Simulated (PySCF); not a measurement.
C₅H₈Cl (doublet state).
Z-matrix (Å and degrees, GFN2-xTB geometry), rows numbered from 1:
```
C 
C   1  1.5258
C   2  1.5480  1  116.07
C   3  1.5425  2   90.64  1  -114.21
C   4  1.4918  3   87.44  2    -3.40
Cl  5  1.6983  2  127.39  1   -31.91
H   1  1.0877  2  110.21  3   -71.89
H   1  1.0875  2  110.36  3    48.48
H   1  1.0873  2  110.02  3   168.14
H   2  1.0952  1  108.67  3   129.87
H   3  1.0868  2  114.29  1   128.78
H   3  1.0868  2  113.43  1     2.31
H   4  1.0937  3  115.00  2   113.30
H   4  1.0920  3  115.37  2  -120.30
```

As a line formula: `C[C@@H]1CC[C]1Cl` [radical].

Method: UKS B3LYP, pcH-1 on C Cl H, non-relativistic, mean-field spin-orbit, GIAO (PySCF). Geometry: GFN2-xTB; no solvent, vibrations or thermal averaging. Couplings are sensitive to structure, and on GFN2-xTB geometries they can be far from those on DFT ones. Stability of the SCF solution: not tested.

Question: Break the g tensor into its mass correction, gauge correction and orbital-Zeeman/spin–orbit terms.

Answer: 
```tsv
Δg (ppt)	1	2	3
relativistic mass correction	-0.17	-0.17	-0.17
gauge correction	0.01	0.03	0.02
orbital Zeeman/spin–orbit	-0.52	4.51	6.50
total	-0.69	4.37	6.34
```

So g = 2.00163, 2.00669, 2.00866 and g_iso = 2.00566; the tensor is rhombic: the two nearest values differ by 28 % of g3 − g1. Axes: g2 points within 7° of the C5–Cl6 bond.

Question: What effective moment and Curie constant follow for a powder?

Answer: With the mean of g² = 4.0227 and S(S+1) = 0.75: μ_eff = √(⟨g²⟩S(S+1)) = 1.737 μB and χT = 0.12505·⟨g²⟩·S(S+1) = 0.377 cm³ K/mol (cgs; spin-Hamiltonian part alone).

Question: Average each term over the three axes. Which is largest in size?

Answer: The orbital-Zeeman/spin–orbit term 3.50, the mass correction -0.17 and the gauge correction 0.02 ppt, for a total of 3.34 ppt. The orbital-Zeeman/spin–orbit term is the largest in size. The mass correction is the same along every axis, so the anisotropy comes from the other two: their spans along these axes are 0.02 (gauge) and 7.02 ppt (orbital Zeeman/spin–orbit).

Question: What are the electron Larmor frequencies g μB B/h along the three axes at 1200 mT?

Answer: 33.6184, 33.7033, 33.7365 GHz for g1, g2 and g3, a range of 118.0 MHz.

Question: In a frozen sample, at which fields do the three g values resonate at 9.5, 34, 94 and 263 GHz (hyperfine left aside), and which band first spreads them over more than twice a line width of 0.5 mT?

Answer: 
```csv
band,GHz,B(g3) mT,B(g2) mT,B(g1) mT,spread mT
X,9.5,337.91,338.25,339.10,1.19
Q,34.0,1209.37,1210.56,1213.62,4.25
W,94.0,3343.56,3346.85,3355.30,11.74
J,263.0,9354.86,9364.07,9387.71,32.85
```

The spread grows in proportion to the frequency. X band is the first where it exceeds 1.0 mT.

The largest Mulliken spin populations are on C5 (+0.87), Cl6 (+0.08) and C4 (-0.07). C5 is the only atom above +0.15. The positive populations add up to 1.13 and the negative ones to -0.13, together 2S = 1. The angles at C5 add up to 349.5°, so it is slightly pyramidal.

The HOMO–LUMO gaps are 6.37 eV among the α and 6.42 eV among the β orbitals.

Hardware: an Arm Neoverse V1 with one thread (shared host). Cost: 50 s of wall time (with the writing of density and orbital grids), 0.88 GiB resident at most.
